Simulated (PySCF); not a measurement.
**Partners of ethylene**

Gas-phase complexes of ethylene, each in one structure from a short search with a few starts, optimised by PBE0-D3(BJ)/def2-TZVPD; other ways of binding may lie lower. Energies in kcal/mol, CCSD(T) at its estimated basis limit, counterpoise-corrected (PySCF): interaction is complex less parts frozen as they stand in it. Contacts are written partner···ethylene; electrostatic, Pauli and orbital are terms of the uncorrected MP2 energy, whose rest is dispersion or correlation. The CCSD(T) estimate is Hartree-Fock/aug-cc-pVQZ, plus the MP2 correlation part extrapolated as X⁻³ from aug-cc-pVTZ and aug-cc-pVQZ, plus CCSD(T) less MP2 in aug-cc-pVDZ; noble-gas cores are frozen. It isn't the exact limit.

No frequency run checks that these structures are minima. 3 further partners within 0.25 kcal/mol of a listed one are not ranked.

Question: Order these partners of ethylene by interaction energy, strongest first: hydrogen sulfide, hydrogen cyanide, methane, hydrogen chloride, hydrogen fluoride, formaldehyde.

Answer: hydrogen fluoride (-4.5), hydrogen chloride (-3.0), hydrogen cyanide (-2.4), hydrogen sulfide (-1.5), formaldehyde (-0.9), methane (-0.5).
```csv
partner,contact,distance (Å),interaction,electrostatic,Pauli,orbital
hydrogen fluoride,H···C,2.21,-4.5,-7.7,9.2,-4.3
hydrogen chloride,H···C,2.37,-3.0,-5.8,8.7,-3.3
hydrogen cyanide,H···C,2.62,-2.4,-3.9,4.2,-1.5
hydrogen sulfide,H···C,2.64,-1.5,-2.6,4.1,-1.0
formaldehyde,O···H,2.62,-0.9,-0.9,1.0,-0.3
methane,H···C,2.95,-0.5,-0.5,1.2,-0.2
```
